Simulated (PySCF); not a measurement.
Homolysis of single bonds, series HO-X. All species are isolated molecules in the gas phase. One relaxed conformer stands for each flexible species; it need not be the lowest. Strings in code marks are SMILES.

All values below come from PySCF with B3LYP-D3(BJ)/def2-TZVP. All candidates: neutral, multiplicity 2. B3LYP has the VWN-RPA correlation part, as in Gaussian. 

```yaml
dipole_moment: 0.61 D
highest_occupied_spin_orbital: -4.98 eV
```

### Question
Identify which member has these values.
A. `[CH3]`
B. `C[C](C)C`
C. `[SiH3]`
D. `C[Si](C)C`

### Answer
D, `C[Si](C)C`. The others give `[SiH3]`: 0.08 D, -6.11 eV; `[CH3]`: 0.00 D, -6.45 eV; `C[C](C)C`: 0.21 D, -4.75 eV
